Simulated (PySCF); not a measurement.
Thiophene, C₄H₄S.
SMILES: `c1ccsc1`

Computed, not measured: PBE0/6-31+G* geometry optimisation, gas phase (PySCF).

Masses are those of the commonest isotopes; rigid-rotor values at the optimised geometry. 

Problem. What are A, B and C (cm⁻¹)?

Solution. Ia = 62.80, Ib = 93.53, Ic = 156.32 u·Å²; 505379 MHz·u·Å²/I gives 8048, 5404 and 3233 MHz, that is A = 0.26845, B = 0.18025, C = 0.10784 cm⁻¹.

Problem. Classify the top.

Solution. An asymmetric top: κ = (2 × 5404 − 8048 − 3233)/(8048 − 3233) = -0.10.

Problem. Is it planar, by Δ = Ic − Ia − Ib?

Solution. Planar: Δ = Ic − Ia − Ib = 0.00 u·Å². For a rigid frame Δ = −2 Σ m c², so it vanishes when all atoms lie in the ab plane; here none is more than 0.01 Å from it.

Problem. Give the coordinates in the principal-axis frame, origin at the centre of mass.

Solution. The sense of each axis is arbitrary; atoms in the order of the calculation.
| atom | mass (u) | a (Å) | b (Å) | c (Å) |
| --- | --- | --- | --- | --- |
| C1 | 12.000 | -1.314 | -0.713 | 0.000 |
| C2 | 12.000 | -1.314 | 0.713 | 0.000 |
| C3 | 12.000 | -0.049 | 1.235 | 0.000 |
| S4 | 31.972 | 1.147 | 0.000 | 0.000 |
| C5 | 12.000 | -0.049 | -1.235 | 0.000 |
| H6 | 1.008 | -2.211 | -1.322 | 0.000 |
| H7 | 1.008 | -2.211 | 1.322 | 0.000 |
| H8 | 1.008 | 0.244 | 2.278 | 0.000 |
| H9 | 1.008 | 0.244 | -2.277 | 0.000 |

Problem. Which lines would a microwave search look for?

Solution. The dipole components are |μa| = 0.54 D, |μb| = 0.00 D, |μc| = 0.00 D; the symmetry axis of this C2v structure is a, so μb and μc vanish by symmetry and there are no b-type or c-type lines. Some lines, for components of 0.1 D or more:

```
type  branch         J(Ka,Kc)    MHz  lower level (cm⁻¹)
   a       Q  4(3,1) ← 4(3,2)   1578               4.059
   a       Q  2(1,1) ← 2(1,2)   6512               0.880
   a       Q  4(2,2) ← 4(2,3)   8974               3.354
   a       R  2(1,2) ← 1(1,1)  15103               0.376
   a       R  2(0,2) ← 1(0,1)  16379               0.288
   a       R  2(1,1) ← 1(1,0)  19444               0.449
   a       Q  4(1,3) ← 4(1,4)  20129               2.585
   a       R  3(1,3) ← 2(1,2)  22174               0.880
   a       Q  5(1,4) ← 5(1,5)  27526               3.770
   a       R  4(0,4) ← 3(0,3)  29293               1.602
```

Problem. Estimate the classical rotational partition function at 10 K, 200 K and 298.15 K.

Solution. Point group C2v, symmetry number σ = 2; q = (√π/σ)·√((kT/h)³/(ABC)), k/h = 20836.6 MHz/K: 225 at 10 K, 20100 at 200 K, 36600 at 298.15 K.

Whether it is a minimum is left open (no frequencies). Constants of a rigid frame at the computed geometry: no zero-point averaging, no centrifugal distortion.
